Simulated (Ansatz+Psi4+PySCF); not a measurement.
Results of a calculation; reference values are marked as such.
A run of Psi4 1.11 on singlet MgS at this shape:

```xyz
2

Mg    0.0000    0.0000   -0.0021
S     0.0000    0.0000    2.1421
```

Its results:

| Item | Value |
| --- | --- |
| Converged | yes |
| Total energy | -597.13500 hartree |
| Spin squared of the determinant | 0.000 |
| Occupied orbitals by symmetry in an Abelian subgroup (alpha; beta) | 8 A1 3 B1 3 B2; 8 A1 3 B1 3 B2 |

**Question.** Which input gives this output? Name the method, the orbitals and the basis set, and write the input.

**Answer.** RHF in cc-pCVTZ on Mg; cc-pV(T+d)Z on S. An unrestricted run that stays on the closed shell gives the same numbers.

```
molecule {
0 1
Mg 0.000000 0.000000 -0.002130
S 0.000000 0.000000 2.142130
}

basis {
assign Mg cc-pCVTZ
assign S cc-pV(T+d)Z
}
set reference rhf
set scf_type pk
energy('scf')
```

Caution: unrestricted orbitals would lower the determinant.
